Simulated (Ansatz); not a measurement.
Born–Oppenheimer molecular dynamics of CH₂BS (5 atoms, charge 0, multiplicity 2). It starts from a relaxed structure.

Computed with UKS B3LYP-D4/6-31G (Ansatz 0.2.0).

| Property | Result |
| --- | --- |
| ensemble | NVT, Nosé–Hoover chain |
| time step | 0.5 fs |
| steps asked | 166 |
| set temperature | 700 K |
| thermostat | time constant 100 fs, chain length 1 |
| seed | 87299 |

First frame:

```xyz
5
Properties=species:S:1:pos:R:3
B -0.419 0.394 -0.337
C 0.495 -0.465 0.398
S 1.501 -1.411 1.207
H -1.345 -0.091 -0.914
H -0.232 1.573 -0.354
```

Question: How far do the bonds stretch over the last three quarters of this one trajectory? (Pairs bonded in most of those frames.)

Answer: 
```
 bond  mean (Å)  spread (Å)  shortest  longest
B1–C2     1.469       0.040      1.40     1.53
B1–H4     1.199       0.039      1.13     1.26
B1–H5     1.200       0.040      1.14     1.27
C2–S3     1.609       0.028      1.56     1.67
```

Mean temperature of the second half: 417 K. The conserved energy stayed within 0.31 meV per atom of its start (net change 0.26 meV per atom), so the integration is sound. The mean temperature of the second half is 40 % below the set value. A run of 0.083 ps of so small a system gives no equilibrium averages. Limits of this set-up: no polarisation functions.

Time of the run: 3.7 min on 1 thread of Arm Neoverse V2, on a shared host, peak memory 0.1 GiB.
